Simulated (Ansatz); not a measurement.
# CN (sextet): from Hartree-Fock to the top rungs, cc-pVTZ

Aim: climb from Hartree-Fock through coupled cluster and multireference methods for CN (sextet) at one geometry and basis, and see what each rung misses.

The runs use Ansatz 0.2.0, Gaussian basis; cc-pVTZ, core rule «outside noble gas», up to 2 orbitals frozen.

The runs, in order: UHF; CCSD(T) on ROHF; CCSD(T) on UHF; BCCD(T) on ROHF; CISD as a restricted active space (open shells left free, so some higher excitations enter); CCSDT(Q) on ROHF; CCSDT(Q) on UHF; CASSCF and MRCISD+Q, 9 electrons in 8 orbitals; CASSCF and NEVPT2, 9 electrons in 8 orbitals.

15 further runs of the same task are left out: 1 for a known fault of the program, 5 that didn't finish, 9 set aside as unsound or not needed. Runs told in other sessions of the task aren't counted.

## (1) The system

The geometry is a PBE0/def2-TZVP stationary point (not a proven minimum) of the parent state, kept for this charge and spin.

2 atoms, charge 0, spin multiplicity 6.

Atoms are counted from 1 here; the program's logs count them from 0.

Bond lengths: N1–C2 1.339 Å.

As a file:

```xyz
2
charge 0, multiplicity 6
N     0.00000    0.00000    0.00000
C     0.00000    0.00000    1.33948
```

## (2) UHF

in.yaml

```yaml
crystal:
  periodic: [false, false, false]
  atoms:
    - {symbol: N, position_ang: [0.000000, 0.000000, 0.000000]}
    - {symbol: C, position_ang: [0.000000, 0.000000, 1.339482]}
basis:
  gaussian: {orbitals: cc-pVTZ}
magnetization: {spin_polarized: true, initial_magnetization: 5}
hamiltonian: {xc: hf}
output: {orbitals: {seedname: orbitals}}
```

Command:

```console
$ ansatz run in.yaml --threads 1 --pin off --events-out ev --progress --plain --max-ram 2393MiB
```

After this run come: CCSD(T) on ROHF; CCSD(T) on UHF; BCCD(T) on ROHF; CISD as a restricted active space (open shells left free, so some higher excitations enter); CCSDT(Q) on ROHF; CCSDT(Q) on UHF; CASSCF and MRCISD+Q, 9 electrons in 8 orbitals; CASSCF and NEVPT2, 9 electrons in 8 orbitals.

Q: Predict the results of all the runs planned. Wanted: UCCSDT(Q) from the RHF energy; RMP2 from UCCSDT(Q); UMP2 from UCCSDT(Q); RCCSD from UCCSDT(Q); RCCSD(T) from UCCSDT(Q); UCCSD(T) from UCCSDT(Q); RCCSDT(Q) from UCCSDT(Q); NEVPT2 valence from UCCSDT(Q); MRCISD+Q valence from UCCSDT(Q).

**Answer**, as computed:

| quantity | value |
| --- | --- |
| UCCSDT(Q) from the ROHF energy | -5.9732 eV |
| RMP2 from UCCSDT(Q) | +918.7 meV |
| UMP2 from UCCSDT(Q) | +944.2 meV |
| RCCSD from UCCSDT(Q) | +203.6 meV |
| RCCSD(T) from UCCSDT(Q) | +32.9 meV |
| UCCSD(T) from UCCSDT(Q) | +29.2 meV |
| RCCSDT(Q) from UCCSDT(Q) | +4.9 meV |
| NEVPT2 valence from UCCSDT(Q) | +993.1 meV |
| MRCISD+Q valence from UCCSDT(Q) | +86.7 meV |
| levels within 1 kcal/mol (43 meV) | RCCSD(T), UCCSD(T), BCCD(T), RCCSDT, UCCSDT, RCCSDT(Q) |
| T1 diagnostic | 0.028 |
| effectively unpaired electrons | 5.00 |

**Reading.** RCCSD(T) misses by +32.9 meV, 0.6 % of the correlation energy. One determinant dominates. Of the multireference levels listed MRCISD+Q valence comes nearest in total energy (+86.7 meV), which doesn't show that its space is the better one. These misses are within one basis, not against nature; the frozen cores of restricted and unrestricted runs differ, which can shift their rows.

With open shells the CI space here admits some higher excitations, so it is larger than plain CISD.
